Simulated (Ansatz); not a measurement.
A made-up structure of BSiH4F, closed shell:

```json
{"atom": "B1", "x (Å)": "-0.7856", "y (Å)": "0.2090", "z (Å)": "-0.5395"}
{"atom": "Si2", "x (Å)": "0.5188", "y (Å)": "-0.1406", "z (Å)": "0.3562"}
{"atom": "F3", "x (Å)": "0.5302", "y (Å)": "-1.7877", "z (Å)": "0.5873"}
{"atom": "H4", "x (Å)": "-1.4984", "y (Å)": "-0.7043", "z (Å)": "-0.8764"}
{"atom": "H5", "x (Å)": "-0.8585", "y (Å)": "1.4086", "z (Å)": "-0.7518"}
{"atom": "H6", "x (Å)": "0.3390", "y (Å)": "0.6550", "z (Å)": "1.6995"}
{"atom": "H7", "x (Å)": "1.7544", "y (Å)": "0.3599", "z (Å)": "-0.4753"}
```

It is relaxed with PBE-D4/def2-SVP and then PBE0-D4/def2-TZVP (Ansatz 0.2.0). Atoms count as bonded within 1.22 times the sum of their covalent radii (H–H: 0.88 Å). The end point is not checked to be a true minimum.

(1) Does its bonding change? (A judgement: the text doesn't fix the answer.)

Answers

(1) By the calculation: No: no bond forms or breaks.

Where it ends: The first stage lowers the energy by 2.07 eV in 6 steps. It ends as BSiH₄F ([BH2][SiH2][F]):
```
7
angstrom
B -0.9662 0.2714 -0.6652
Si 0.6380 -0.1816 0.4396
F 0.7852 -1.7513 0.7489
H -1.7521 -0.5333 -1.0663
H -1.1524 1.4207 -0.9431
H 0.5689 0.5240 1.7500
H 1.8785 0.2500 -0.2638
```

Labels in which every atom is bracketed show which atoms are joined, not bond orders.

For scale, one of the runs: PBE0-D4/def2-TZVP relaxation, 123 basis functions, launched by `ansatz run in.yaml --threads 2 --pin off --events-out ev --progress --plain --max-ram 4352MiB`. Hardware: 2 CPU threads of an Intel Xeon, shared host. Wall time about 35 s.
